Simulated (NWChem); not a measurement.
System: carbon disulfide (CS$_{2}$); SMILES S=C=S

```xyz
3

S     -1.5618     0.0573     0.0172
C      0.0000     0.0002     0.0000
S      1.5618    -0.0572    -0.0172
```
Atoms are numbered in this order, from 1.

Structure relaxed at the B3LYP/6-31G* (spherical d) level.

List the 4 lowest vertical singlet excitations and the 4 lowest triplet ones from PBE0/6-31+G* (spherical d), full TDDFT (NWChem).


```
state  energy (eV)  oscillator strength  leading excitation (squared amplitude)
-----  -----------  -------------------  --------------------------------------
S1            3.98                0.000                      HOMO → LUMO (0.30)
S2            4.27                0.000                  HOMO−1 → LUMO+1 (0.35)
S3            4.27                0.000                    HOMO−1 → LUMO (0.35)
S4            6.74                1.057                    HOMO−1 → LUMO (0.26)
T1            3.12       spin-forbidden                    HOMO−1 → LUMO (0.30)
T2            3.47       spin-forbidden                  HOMO−1 → LUMO+1 (0.34)
T3            3.47       spin-forbidden                    HOMO−1 → LUMO (0.34)
T4            3.98       spin-forbidden                  HOMO−1 → LUMO+1 (0.30)
```
